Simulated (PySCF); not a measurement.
Problem. Give a PBE0-D3(BJ)/def2-SVP geometry of InChI=1S/C3H5N3/c1-6-3-4-2-5-6/h2-3H,1H3.

Solution. 
```
atom  x, y, z in Å
C1    -1.680   -0.289   -0.001
N2    -0.257   -0.087    0.041
C3     0.445    1.065   -0.003
N4     1.734    0.813    0.056
C5     1.766   -0.537    0.139
N6     0.582   -1.122    0.132
H7    -2.016   -0.804    0.909
H8    -2.177    0.687   -0.070
H9    -1.951   -0.897   -0.876
H10   -0.028    2.045   -0.078
H11    2.689   -1.114    0.205
```

Orientation and origin are arbitrary. Atoms count from 1 in this order. The 5 C–N bonds span 1.315 Å (C3–N4, aromatic) to 1.438 Å (C1–N2, drawn single), a spread of 0.123 Å. The 5-membered ring N2–C3–N4–C5–N6 has internal angles of 102.6° to 114.8° (sum 540°, against 540° for a flat polygon); it is planar, 0.00 Å rms from its mean plane, widest ring torsion 0°. The 6 heavy atoms lie in one plane (0.001 Å rms). N2 (pyrrole-type nitrogen) is planar (angles 129.3°, 121.0° and 109.7°, sum 360.0°, 0.00 Å off the plane of its three neighbours).

Bonds between heavy atoms (Å): C1–N2 1.438, N2–C3 1.349, C3–N4 1.315, N4–C5 1.353, C5–N6 1.321, N2–N6 1.336.

Method: PySCF, PBE0-D3(BJ)/def2-SVP geometry optimisation, gas phase.

Point group: Cs (every atom within 0.08 Å of its image). Not checked by PBE0-D3(BJ)/def2-SVP frequencies.
